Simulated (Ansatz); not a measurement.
This was printed by a script on Ansatz 0.2.0 through its Python package, for a ladder of methods at one geometry of C2HFO, SMILES OC#CF. What did the script look like? Level of theory (for the species named): MP2, def2-SVP basis, multiplicity 1. The script varies method: mp2, ccsd, ccsd_t.

```tsv
atom	x (Å)	y (Å)	z (Å)
O	0.5797	1.3345	0.0937
C	0.1714	0.0961	0.0997
C	-0.1782	-1.0564	0.1044
F	-0.4333	-2.3404	0.1319
H	-0.0897	1.8926	-0.4712
```

```console
$ python c2hfo.py
Hartree-Fock reference -250.279455 Ha
mp2      total -250.896980 Ha  correlation  -16.8037 eV  (95.0 % of the last)
ccsd     total -250.910224 Ha  correlation  -17.1641 eV  (97.0 % of the last)
ccsd_t   total -250.929541 Ha  correlation  -17.6897 eV  (100.0 % of the last)
```

The script that was run (others could print the same):

`c2hfo.py`:
```python
"""One geometry of C2HFO, method by method."""

import warnings

import ansatz


def main() -> None:
    warnings.simplefilter("ignore", ansatz.DeckWarning)

    geometry_ang = [
        ("O", (0.5797, 1.3345, 0.0937)),
        ("C", (0.1714, 0.0961, 0.0997)),
        ("C", (-0.1782, -1.0564, 0.1044)),
        ("F", (-0.4333, -2.3404, 0.1319)),
        ("H", (-0.0897, 1.8926, -0.4712)),
    ]
    geometry = ansatz.Crystal.molecule()
    for symbol, xyz in geometry_ang:
        geometry = geometry.atom(symbol, xyz)

    job = geometry.calculation().basis(gaussian="def2-SVP")

    methods = ["mp2", "ccsd", "ccsd_t"]
    reports = [job.correlation(m).run(threads=1).report for m in methods]
    print(f"Hartree-Fock reference {reports[0]['reference_energy_ev'] / 27.211386246:.6f} Ha")
    best = reports[-1]["free_energy_ev"] - reports[-1]["reference_energy_ev"]
    for method, each in zip(methods, reports):
        gained = each["free_energy_ev"] - each["reference_energy_ev"]
        print(f"{method:8s} total {each['free_energy_ev'] / 27.211386246:.6f} Ha  correlation {gained:9.4f} eV  ({100 * gained / best:.1f} % of the last)")


if __name__ == "__main__":
    main()
```

Notes:
- Total energies depend on the basis set; only differences at equal settings carry meaning.
- The geometry is a force-field or estimated start, not a minimum of this method, and the basis set is short of its limit. A lower total doesn't mark the better method: functionals have no common bound, and MP2 and coupled cluster aren't variational.
- Inner cores stay frozen, so this is valence correlation.
- It ran for 3.7 s on 1 thread of Arm Neoverse V1, with other jobs on the host, peak memory 0.19 GiB.
